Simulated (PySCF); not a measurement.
pyrrole: calculation against experiment

**What was measured.**

NIST CCCBDB Release 22 (SRD 101), experimental dipoles lists, for the gas: dipole moment (dielectric constant against temperature) 1.84 D.

From NIST CCCBDB Release 22 (SRD 101), experimental polarizabilities, for the gas: mean polarisability 7.94 Å³.

The runs below try to reproduce these values; the comparison stands at the end.

Compound: pyrrole, C4H5N.
Atom-mapped SMILES: `[cH:1]1[cH:2][cH:3][nH:4][cH:5]1` (hydrogens: H6 on C1; H7 on C2; H8 on C3; H9 on N4; H10 on C5)

Structure used (GFN2-xTB), in Å, numbered top down from 1:
```xyz
10
C4H5N angstrom
C      0.3992    1.1166   -0.0373
C     -0.9478    0.7062   -0.0912
C     -0.9569   -0.6591   -0.0217
N      0.3293   -1.0867    0.0718
C      1.1622   -0.0134    0.0631
H      0.7585    2.1258   -0.0692
H     -1.8052    1.3446   -0.1717
H     -1.7763   -1.3508   -0.0309
H      0.6199   -2.0477    0.1361
H      2.2260   -0.1309    0.1285
```

The PySCF runs (gas phase, on this GFN2-xTB geometry; no spin–orbit coupling):

```csv
level,job,basis functions
PBE0/pcSseg-1,"shieldings, ring-centre shieldings, charges and field gradients",110
mPW1PW91/pcSseg-1,"shieldings, ring-centre shieldings",110
PBE0/6-31G*,"shieldings, ring-centre shieldings, charges and field gradients",80
B3LYP/def2-SVPD,"8 singlets by full TDDFT, 3 Tamm–Dancoff triplets, polarisability",140
PBE0/def2-SVPD,"6 singlets by full TDDFT, 2 Tamm–Dancoff triplets, polarisability",140
B3LYP/pcJ-1,"spin–spin couplings from 10 perturbed nuclei, spin–dipole term for 1 of them",185
X3LYP/IGLO-II,"spin–spin couplings from 10 perturbed nuclei, spin–dipole term for 1 of them",140
```

All basis functions are spherical.

**Comparison with experiment**

**Dipole moment.** Measured: 1.84 D (NIST CCCBDB Release 22 (SRD 101), experimental dipoles).

```tsv
level	computed (D)	computed − measured (D)	% (from the printed values)
PBE0/pcSseg-1	1.98	+0.14	+8
mPW1PW91/pcSseg-1	1.97	+0.13	+7
PBE0/6-31G*	1.95	+0.11	+6
B3LYP/def2-SVPD	1.88	+0.04	+2
PBE0/def2-SVPD	1.90	+0.06	+3
B3LYP/pcJ-1	1.98	+0.14	+8
X3LYP/IGLO-II	1.99	+0.15	+8
```

Closest is B3LYP/def2-SVPD (+0.04 D), furthest X3LYP/IGLO-II (+0.15 D); one molecule doesn't rank methods. All 7 levels lie above the measurement. The computed dipoles belong to one fixed geometry; measured ones are averaged over vibrations unless marked μe. Magnitudes are compared, not signs.

**Mean polarisability.** Measured: 7.94 Å³ (NIST CCCBDB Release 22 (SRD 101), experimental polarizabilities).

```csv
level,computed (Å³),computed − measured (Å³),% (from the printed values)
B3LYP/def2-SVPD,7.66,-0.28,-4
PBE0/def2-SVPD,7.57,-0.37,-5
```

Closest is B3LYP/def2-SVPD (-0.28 Å³), furthest PBE0/def2-SVPD (-0.37 Å³); one molecule doesn't rank methods. The computed values are static and purely electronic, with core orbitals frozen in the response (1 au = 0.148185 Å³). The table of measured values doesn't say here whether a value is static or optical, or holds a vibrational part.

No measured geometry was used, and the causes of the misses weren't examined.
